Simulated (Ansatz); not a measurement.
# Strontium, fcc: convergence with the k-point mesh

Computed with Ansatz, LDA, scalar-relativistic PAW, on the relaxed cell (a = 5.806 Å; spin not included). Errors count from a run at 420 eV on a Γ-centred 15×15×15 mesh with Fermi-Dirac smearing of 0.1 eV, extrapolated to zero width. Fixed here: cutoff 420 eV, Fermi-Dirac width 0.1 eV. The SCF starts from atomic densities corrected by a trained network.

```csv
k-mesh,E(σ→0) error (meV/atom),P (GPa),SCF iterations
2×2×2,-235.1,-5.35,6
3×3×3,151.2,0.85,6
3×3×3,151.2,0.85,6
5×5×5,-15.6,-0.11,6
6×6×6,22.1,0.01,6
10×10×10,-0.9,-0.04,6
14×14×14,-0.3,-0.04,6
```

Q: What does the run at 8×8×8 give (k-mesh)?

A: E(σ→0) error (meV/atom): -3.5; P (GPa): -0.05; SCF iterations: 6.

Within 5 meV/atom of the last row: from 8×8×8 on.
